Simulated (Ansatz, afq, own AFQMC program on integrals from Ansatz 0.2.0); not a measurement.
# C$_{2}$H$_{4}$FNSi, singlet, reference energies and how methods fare

```json
{"atom": "C", "x (Å)": "-0.7232", "y (Å)": "-1.0217", "z (Å)": "-0.1389"}
{"atom": "Si", "x (Å)": "0.6388", "y (Å)": "0.1257", "z (Å)": "0.3593"}
{"atom": "F", "x (Å)": "2.0432", "y (Å)": "-0.3357", "z (Å)": "-0.3060"}
{"atom": "C", "x (Å)": "0.2841", "y (Å)": "1.8270", "z (Å)": "-0.3091"}
{"atom": "N", "x (Å)": "0.0316", "y (Å)": "2.8814", "z (Å)": "-0.7201"}
{"atom": "H", "x (Å)": "-0.5248", "y (Å)": "-2.0401", "z (Å)": "0.2285"}
{"atom": "H", "x (Å)": "-1.6829", "y (Å)": "-0.6824", "z (Å)": "0.2814"}
{"atom": "H", "x (Å)": "-0.8178", "y (Å)": "-1.0566", "z (Å)": "-1.2346"}
{"atom": "H", "x (Å)": "0.8397", "y (Å)": "0.2562", "z (Å)": "1.8223"}
```

Geometry: a PBE0/def2-SVP stationary point, not shown to be a minimum. Basis def2-SVP. Only valence electrons are correlated. Integrals, coupled cluster, full CI and functionals: Ansatz 0.2.0; the random walks run on the same integrals in our own AFQMC program. The CISD trial takes its coefficients from CCSD amplitudes. Released means that phaseless walkers are propagated on without the constraint, phases kept. ± is one standard error of the sampling.

Best estimates are CCSD(T) at the basis-set limit (def2-TZVPP/QZVPP) plus the step from CCSD(T) to the highest rung at hand in def2-SVP, named in the table (released AFQMC can keep some 10 meV of bias). Fragments are relaxed and keep their bonds. No zero-point, core-correlation or spin–orbit terms. Other levels are in def2-SVP, the functionals in def2-TZVP; a dash marks a level that is missing or breaks spin symmetry for a member.

Cautions: C₂H₄FNSi (singlet): the released value is read at 0.90 1/Eh with a noise of 12 meV, more than in the cases checked (meV from the phaseless value at times in 1/Eh: 4 ± 10 at 0.21, -6 ± 9 at 0.42, -5 ± 10 at 0.63, 0 ± 12 at 0.90); CHFNSi (doublet): unrestricted determinant slightly spin contaminated (⟨S²⟩ 0.81 against 0.75); CH3 (doublet): full CI with its own frozen core.

```csv
process,PBE0 (kcal/mol)
Si2–C1 → CHFNSi (doublet; F–SiH–C–N) + CH3 (doublet),95.8
to free atoms,889.0
```

**Question.** From these values, estimate the best estimates.

**Answer.** 
| process | best estimate (kcal/mol) | highest rung |
| --- | --- | --- |
| Si2–C1 → CHFNSi (doublet; F–SiH–C–N) + CH3 (doublet) | 101.0 ± 0.3 | released AFQMC |
| to free atoms | 898.1 ± 0.3 | released AFQMC |

Errors against the best estimates in kcal/mol, in the same order:

```
        level    error, 1     error, 2
          MP2         1.1        -35.7
      CCSD(T)        -4.8        -55.9
ph-AFQMC/CISD  -4.6 ± 0.4  -54.5 ± 0.3
  CCSD(T)/CBS         0.1         -1.1
          PBE        -6.3         13.0
       r2SCAN        -8.6         -5.8
         PBE0        -5.2         -9.0
        B3LYP        -8.0         -9.9
      wB97M-V         1.1         -0.3
       B2PLYP        -4.7        -10.6
```

Cost at the first geometry (cards were shared with other jobs): PBE0/def2-SVP, 3.6 s on 1 thread of AMD EPYC 7R13 Processor (Zen 3), with other jobs on the host; RCCSD(T)/def2-SVP, 7.5 s on 1 × NVIDIA H100 80GB HBM3 with 1 thread of AMD EPYC 7R13 Processor (Zen 3) (shared host); CCSD(T)/def2-QZVPP, 32 s on 1 × NVIDIA H100 80GB HBM3 with 1 thread of AMD EPYC 7R13 Processor (Zen 3), on a shared host; ph-AFQMC/CISD with release, 5.5 min on 1 × NVIDIA H100 80GB HBM3 with 2 threads of AMD EPYC 7R13 Processor (Zen 3), with other jobs on the host.

Best estimates are given only where the step beyond CCSD(T) is under 0.3 eV and no member's determinant is very poor (T1 over 0.05, or 0.07 for open shells, ⟨S²⟩ too high by 0.3, two states mixed), so the hardest cases are missing from such tables.

The functionals ran in a triple-zeta set and keep a basis error of their own, a few kJ/mol for each bond in atomization energies and more for double hybrids, so close places among them and the extrapolated levels can swap.

Each member of a difference takes its own highest rung, so a best estimate needn't equal the limit plus the step of one row. Released energies are given only where the last usable release times agree within the noise; a slower fall can still hide under it.
